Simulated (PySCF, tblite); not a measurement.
## A complex of ethylene and ammonia

A gas-phase complex of ethylene and ammonia; neutral, singlet. The structure comes from a short search (6 tight-binding starts) and was relaxed by PBE0-D3(BJ)/def2-SVPD; another way of binding may lie lower. No frequency run checks that it is a minimum.

| part | name | SMILES | atoms | charge | multiplicity |
| --- | --- | --- | --- | --- | --- |
| 1 | ethylene | C=C | 1–6 | 0 | 1 |
| 2 | ammonia | N | 7–10 | 0 | 1 |

Coordinates in Å:
```
C1      0.744    0.062   -0.071
C2     -0.564   -0.165   -0.179
H3      1.172    0.504    0.832
H4      1.440   -0.184   -0.877
H5     -1.255    0.092    0.630
H6     -0.986   -0.608   -1.085
N7     -2.382    1.454    2.398
H8     -2.125    2.337    1.964
H9     -3.393    1.455    2.502
H10    -1.984    1.452    3.332
```

Contacts between parts, classed by geometry: H5···N7 2.500 Å (C–H hydrogen bond, 159°).

Interaction energies are complex less parts, with the parts frozen as they stand in it; counterpoise-corrected, in kcal/mol (PySCF).

Task: How strongly do the parts interact, level by level?

Result: 
| level | interaction | superposition error removed |
| --- | --- | --- |
| wB97M-D3(BJ)/def2-TZVPD | -1.34 | -0.17 |
| PBE0-D3(BJ)/def2-TZVPD | -1.60 | -0.14 |

Task: What holds them together? Decompose the wB97M-D3(BJ)/def2-TZVPD energy: frozen parts, their antisymmetrised product, then relaxation.

Result: electrostatic -2.5, Pauli repulsion +2.6, orbital relaxation -0.9, dispersion correction -0.7 kcal/mol, which sum to the value before the counterpoise correction; the Pauli term holds the exchange-correlation of the frozen density too. Of the attraction, 61 % is electrostatic, 23 % is orbital relaxation, 16 % is dispersion correction.

The parts were also relaxed and run alone, at the levels used for the complex: shieldings by PBE0/pcSseg-2.

Task: How do these values change when the complex forms?

Result: 
```json
{"property": "C2–H5 bond (Å)", "alone": "1.092", "in the complex": "1.094", "change": "+0.002"}
{"property": "shielding of H5 (ppm)", "alone": "25.49", "in the complex": "23.94", "change": "-1.55"}
{"property": "shielding of N7 (ppm)", "alone": "262.5", "in the complex": "257.8", "change": "-4.7"}
{"property": "shielding of C2 (ppm)", "alone": "49.2", "in the complex": "44.5", "change": "-4.7"}
```
